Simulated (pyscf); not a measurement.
Thermochemistry of product channels of H₃Si–SiH₃ (SMILES [SiH3][SiH3]) + SiH₃• (SMILES [SiH3]) on the doublet surface, in eV, from ωB97M-D3(BJ)/def2-TZVP energies (ideal gas, 1 atm, RRHO with modes under 100 cm⁻¹ raised to 100, one conformer, R ln 2 for chiral ones without a mode under 150 cm⁻¹). Optimised with ωB97X-D3(BJ)/def2-SVP in PySCF.

```json
[
 {"products": "•H₂Si–SiH₃ (SMILES [SiH2][SiH3]) + SiH₄ (SMILES [SiH4])", "ΔE": "-0.15", "ΔH(298 K)": "-0.13", "ΔG(900 K)": "-0.18", "ΔG(1200 K)": "-0.19"},
 {"products": "•H₂Si–SiH₂–SiH₃ (SMILES [SiH2][SiH2][SiH3]) + H₂ (SMILES [H][H])", "ΔE": "+0.03", "ΔH(298 K)": "-0.01", "ΔG(900 K)": "-0.03", "ΔG(1200 K)": "-0.07"},
 {"products": "H₃Si–SiH•–SiH₃ (SMILES [SiH3][SiH][SiH3]) + H₂ (SMILES [H][H])", "ΔE": "…", "ΔH(298 K)": "-0.09", "ΔG(900 K)": "-0.10", "ΔG(1200 K)": "-0.14"}
]
```

**Question.** Complete the blanks.

**Answer.** 
- H₃Si–SiH•–SiH₃ (SMILES [SiH3][SiH][SiH3]) + H₂ (SMILES [H][H]), ΔE: -0.07

These are energies of the channels, which say nothing of barriers.
